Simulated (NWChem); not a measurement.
**Atomisation of CH3**

```xyz
4

C      0.0000     0.0000     0.0000
H      0.0000     0.0000     1.0908
H     -0.9447     0.0000    -0.5454
H      0.9447     0.0000    -0.5454
```
Charge 0, spin multiplicity 2.

Program: NWChem. The geometry was optimised at UB3LYP/def2-SVP, a minimum by its harmonic frequencies.

Basis set: def2-TZVP. The atomisation energy is electronic alone: no zero-point, thermal, spin-orbit or counterpoise terms. No value is extrapolated to the basis-set limit. Free atoms are single determinants with multiplicities C 3, H 2.

B3LYP has NWChem's definition, with VWN1-RPA local correlation. The structure started from a generated list of species. The unpaired electrons of the parent sit in orbitals of symmetry b2 (C2v labels of the run); other states weren't searched. The stability of the SCF solutions was not checked.

Problem. Order these methods by the atomisation energy they give, lowest first: PBE, BP86, LDA (SVWN5), BHandHLYP, PBE0, TPSS.

Solution. BHandHLYP (304.2 kcal/mol), PBE0 (307.7 kcal/mol), PBE (309.5 kcal/mol), TPSS (313.4 kcal/mol), BP86 (316.6 kcal/mol), LDA (SVWN5) (338.6 kcal/mol)
